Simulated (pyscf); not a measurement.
This saddle point was located with ωB97X-D3(BJ)/def2-SVP in PySCF.

```xyz
9

O     -0.1569    -1.1542    -0.5437
Si    -0.9013     0.5790    -0.1936
H     -0.7236    -1.8720    -0.8537
H     -1.8720     1.0442    -1.2244
H     -1.8263    -0.0899     0.8049
H     -0.3183     1.6292     0.7072
O      0.5752     0.7491    -1.3820
H      0.4877    -0.5477    -1.2252
H      1.3329     1.2239    -1.0210
```
Charge 0, spin multiplicity 1.

Surface: singlet, charge 0. Lowest wavenumbers (cm⁻¹): 856i, 171, 388, 432, 484.

Q: Which two sides does it connect, and which bonds change?

A: HO–SiH₃ + H₂O ⇌ H₂O + HO–SiH₃, a four-centre exchange read from left to right: O–Si, H–O broken and H–O, O–Si formed. At CCSD(T)/def2-TZVPP + ΔMP2(QZVPP) it lies +117.5 kJ/mol from the left side and +117.5 kJ/mol from the right (each side as separated species at their lowest minima found). On the reactant side the descent ends in a complex, 19.1 kJ/mol under the separated species and 123.7 kJ/mol under the saddle at ωB97X-D3(BJ)/def2-TZVP. On the product side the descent ends in a complex (not fully relaxed), 19.1 kJ/mol under the separated species and 123.7 kJ/mol under the saddle at ωB97X-D3(BJ)/def2-TZVP. At ωB97X-D3(BJ) the barrier from the zero used here is 104.6 kJ/mol. This is the saddle that the search found; another between the same sides may lie lower. The CCSD(T) − MP2 part came from Ansatz, without density fitting, on the same reference.
